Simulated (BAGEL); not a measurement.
# C2F2O (SMILES O=C=C(F)F) at HF/STO-3G (density fitting with qzvpp-jkfit)

What is the vertical electron affinity of C2F2O at HF/STO-3G (density fitting with qzvpp-jkfit)? 

The calculation is run with BAGEL 1.2.2.

## 1. The structure to begin with

The species is C2F2O (5 atoms), meant as a singlet with charge 0. As SMILES, `O=C=C(F)F`. Geometry: relaxed at GFN2-xTB.

Bond lengths: O1–C2 1.162 Å, C2–C3 1.308 Å, C3–F4 1.338 Å, C3–F5 1.338 Å. Angles: O1–C2–C3 180.0°, C2–C3–F4 123.6°, C2–C3–F5 123.6°, F4–C3–F5 112.8°.

## 2. A single-point energy at HF/STO-3G (density fitting with qzvpp-jkfit)

Input file job.json:

```json
{ "bagel" : [

{
  "title" : "molecule",
  "basis" : "sto-3g",
  "df_basis" : "qzvpp-jkfit",
  "angstrom" : "true",
  "geometry" : [
    { "atom" : "O", "xyz" : [    0.745620,   -0.901860,    1.634620 ] },
    { "atom" : "C", "xyz" : [    0.314460,   -0.380840,    0.689950 ] },
    { "atom" : "C", "xyz" : [   -0.170060,    0.205740,   -0.373410 ] },
    { "atom" : "F", "xyz" : [   -1.018650,   -0.384370,   -1.223640 ] },
    { "atom" : "F", "xyz" : [    0.128630,    1.461330,   -0.727510 ] }
  ]
},
{
  "title" : "hf"
},
{
  "title" : "print",
  "file" : "orbitals.molden",
  "orbitals" : "true"
}

]}
```

On the command line:

```bash
$ BAGEL_NUM_THREADS=1 BAGEL job.json > job.out
```

The program printed:

```text
* using 1 threads per process

  ===============================================================
  ===============================================================

  *** Geometry ***

  { "atom" : "O", "xyz" : [      1.409018,     -1.704268,      3.088984 ] },
  { "atom" : "C", "xyz" : [      0.594243,     -0.719683,      1.303817 ] },
  { "atom" : "C", "xyz" : [     -0.321367,      0.388792,     -0.705643 ] },
  { "atom" : "F", "xyz" : [     -1.924970,     -0.726354,     -2.312344 ] },
  { "atom" : "F", "xyz" : [      0.243075,      2.761513,     -1.374795 ] },

  Number of auxiliary basis functions:      381

  Since a DF basis is specified, we compute 2- and 3-index integrals:
    o Being stored without compression. Storage requirement is 0.002 GB

  Number of basis functions:       25
  Number of electrons      :       38

    * METHOD: MOLECULE                             0.08

  *** RHF ***

  === Nuclear Repulsion ===
   155.5831292425

      * DIIS with orbital gradients will be used.

  === RHF iteration (sto-3g) ===
      0       -344.44391641          0.03153343           0.01
      1       -344.54243896          0.02315491           0.01
      2       -344.61142149          0.00300416           0.01
      3       -344.61376213          0.00104253           0.01
      4       -344.61423081          0.00031944           0.01
      5       -344.61427758          0.00011273           0.01
      6       -344.61428195          0.00003507           0.01
      7       -344.61428258          0.00001065           0.01
      8       -344.61428262          0.00000318           0.01
      9       -344.61428263          0.00000123           0.01
     10       -344.61428263          0.00000041           0.01
     11       -344.61428263          0.00000010           0.01
     12       -344.61428263          0.00000004           0.01
     13       -344.61428263          0.00000002           0.01
     14       -344.61428263          0.00000001           0.01
    * SCF iteration converged.

    * Permanent dipole moment:
           (   -0.037779,     0.046147,    -0.083204) a.u.

    * METHOD: HF                                   0.19

    * METHOD: PRINT                                0.00

  ===============================================================
```

Wall time 0.4 s (1 thread of Arm Neoverse V2, shared host).

## 3. The doublet anion, same level

Input file hf.json:

```json
{ "bagel" : [

{
  "title" : "molecule",
  "basis" : "sto-3g",
  "df_basis" : "qzvpp-jkfit",
  "angstrom" : true,
  "geometry" : [
    { "atom" : "O", "xyz" : [    0.745620,   -0.901860,    1.634620 ] },
    { "atom" : "C", "xyz" : [    0.314460,   -0.380840,    0.689950 ] },
    { "atom" : "C", "xyz" : [   -0.170060,    0.205740,   -0.373410 ] },
    { "atom" : "F", "xyz" : [   -1.018650,   -0.384370,   -1.223640 ] },
    { "atom" : "F", "xyz" : [    0.128630,    1.461330,   -0.727510 ] }
  ]
},
{ "title" : "uhf", "charge" : -1, "nopen" : 1 },
{ "title" : "print", "file" : "orbitals.molden", "orbitals" : true }

]}
```

On the command line:

```bash
$ BAGEL_NUM_THREADS=1 BAGEL hf.json > hf.out
```

The program printed:

```text
* using 1 threads per process

  ===============================================================
  ===============================================================

  *** Geometry ***

  { "atom" : "O", "xyz" : [      1.409018,     -1.704268,      3.088984 ] },
  { "atom" : "C", "xyz" : [      0.594243,     -0.719683,      1.303817 ] },
  { "atom" : "C", "xyz" : [     -0.321367,      0.388792,     -0.705643 ] },
  { "atom" : "F", "xyz" : [     -1.924970,     -0.726354,     -2.312344 ] },
  { "atom" : "F", "xyz" : [      0.243075,      2.761513,     -1.374795 ] },

  Number of auxiliary basis functions:      381

  Since a DF basis is specified, we compute 2- and 3-index integrals:
    o Being stored without compression. Storage requirement is 0.002 GB

  Number of basis functions:       25
  Number of electrons      :       38

    * METHOD: MOLECULE                             0.08

  *** Open-shell HF ***

  === Nuclear Repulsion ===
   155.5831292425

      * DIIS with orbital gradients will be used.

  === UHF iteration (sto-3g) ===
      0       -344.29427965          0.04873506           0.02
      1       -344.39537889          0.02646207           0.02
      2       -344.42471401          0.01266516           0.02
      3       -344.43400453          0.00231073           0.02
      4       -344.43524287          0.00078429           0.02
      5       -344.43548474          0.00034974           0.02
      6       -344.43561639          0.00018580           0.02
      7       -344.43568983          0.00006726           0.02
      8       -344.43571492          0.00002280           0.02
      9       -344.43572269          0.00000832           0.02
     10       -344.43572738          0.00000787           0.02
     11       -344.43573120          0.00000693           0.02
     12       -344.43573666          0.00000475           0.02
     13       -344.43573792          0.00000130           0.02
     14       -344.43573788          0.00000080           0.02
     15       -344.43573794          0.00000041           0.02
     16       -344.43573794          0.00000075           0.02
     17       -344.43573794          0.00000010           0.02
     18       -344.43573794          0.00000003           0.02
     19       -344.43573794          0.00000001           0.02
     20       -344.43573794          0.00000000           0.02
    * SCF iteration converged.

    * S^2 (UHF) is 0.7754

    * Permanent dipole moment:
           (    0.340666,    -0.411859,     0.746142) a.u.

    * METHOD: UHF                                  0.46

    * METHOD: PRINT                                0.00

  ===============================================================
```

Wall time 0.68 s (1 thread of Arm Neoverse V2, shared host).

## 4. What came out

At HF/STO-3G (density fitting with qzvpp-jkfit):

| quantity | value |
| --- | --- |
| singlet C2F2O: total energy | -344.61428 Eh |
| singlet C2F2O: dipole moment | 0.26 D |
| singlet C2F2O: HOMO energy | -6.83 eV |
| singlet C2F2O: LUMO energy | 6.00 eV |
| singlet C2F2O: HOMO–LUMO gap | 12.83 eV |
| doublet anion: total energy | -344.43574 Eh |
| doublet anion: ⟨S²⟩ | 0.775 |
| vertical electron affinity (to the doublet anion) | -4.858 eV |

**Reading.** The anion lies 4.86 eV (112 kcal/mol) above the neutral: the electron isn't bound at this level, and such a value depends on the basis. Without diffuse functions anions come out too high. Hartree–Fock misses the correlation that binds many anions. In a minimal basis such a difference can be off by several eV, whatever the method.
